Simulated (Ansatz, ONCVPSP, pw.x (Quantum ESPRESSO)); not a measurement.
Equation-of-state test of one ONCV potential (W)

```json
{"Element": "tungsten (W)", "Generator": "ONCVPSP 4.0.1.1 (patched build)", "Type": "optimised norm-conserving Vanderbilt (ONCV)", "Functional": "LDA (Perdew-Wang 92)", "Relativity": "scalar-relativistic", "Frozen core": "[Xe] 4f14", "Valence charge": "6", "Reference configuration": "5d4 6s2", "Partial waves": "6s: rc 2.90 bohr, ncon 4, nbas 9, qcut 2.8 1/bohr, 3 projectors, debl 2.6 Ha; p scattering state at 0.15 Ha: rc 3.00 bohr, ncon 4, nbas 8, qcut 2.3 1/bohr, 2 projectors, debl 3.4 Ha; 5d: rc 2.75 bohr, ncon 5, nbas 9, qcut 5 1/bohr, 2 projectors, debl 1.9 Ha", "Local potential": "polynomial inside 1.90 bohr (lpopt 1, dvloc0 0 Ha)", "Core correction": "Teter function fitted to the true core (icmod 2), fcfact 0.65"}
```

In the p channel the program set the typed energies aside and used 0.050, 3.450 Ha.

Atomic tests: cutoffs needed: 10 Ha and 12 Ha (the cutoffs (Ha) at which the residual kinetic energy of the hardest occupied pseudo-wave falls to 1 and 0.1 mHa per electron) The cutoffs count occupied waves only; projector 3 of the s channel, the hardest unoccupied one, needs 39 Ha at the loose tolerance.; ghost test: no bound ghost flagged; GHOST(+) flagged for p at 95.3 eV, s at 112.9 eV; largest excitation error: -53 meV (all-electron minus pseudo) for 5d3 6s0, out of 4 test configurations.

Crystal test: fcc W in pw.x 7.5, no spin, 14³ k-points, Fermi–Dirac smearing 0.01 Ry, cutoffs 50/200 Ry. The reference is all-electron LAPW (Ansatz 0.2.0) with the same functional, mesh and smearing; V0 and B0 come from Birch–Murnaghan fits to the pressures at five volumes. Errors are pseudo minus all-electron; Δ is the rms difference of the E(V) curves that follow from these fits, minima aligned, over ±6 % about the mean V0. Mesh and smearing are coarse, so the numbers serve the comparison and aren't converged zero-temperature values; the lattice is a test structure that the element need not adopt.

| V (Å³/atom) | P all-electron (GPa) | P pseudo (GPa) |
| --- | --- | --- |
| 14.903 | 17.87 | 3.28 |
| 15.295 | 8.51 | -4.79 |
| 15.687 | 0.24 | -11.92 |
| 16.079 | -7.07 | -18.19 |
| 16.471 | -13.52 | -23.72 |

All-electron: a0 = 3.975 Å (V0 = 15.70 Å³/atom), B0 = 309.7 GPa.

Pseudopotential: mean pressure error (GPa): -12.27; a0 (Å): 3.920; a0 error (%): -1.38; B0 error (%): +1.5; Δ (meV/atom): 44.0. The largest radius (3.00 bohr) exceeds half the bond length (2.65 bohr), so the spheres overlap, which is one possible source of error among others. This is a poor potential for the solid.

At the middle volume, how do free energy and pressure move when the wave cutoff is lowered (ecutrho kept at four times it)?

```json
{"cutoff (Ry)": "22", "shift of F (meV/atom)": "+42.1", "shift of P (GPa)": "-4.10"}
{"cutoff (Ry)": "30", "shift of F (meV/atom)": "+5.4", "shift of P (GPa)": "+0.05"}
{"cutoff (Ry)": "40", "shift of F (meV/atom)": "+1.7", "shift of P (GPa)": "+0.01"}
```

The run at the middle volume (104 k-points, 7 iterations) took about 13 s on one core of a shared host (Neoverse-N1, 64 threads, 124 GiB, load 48).
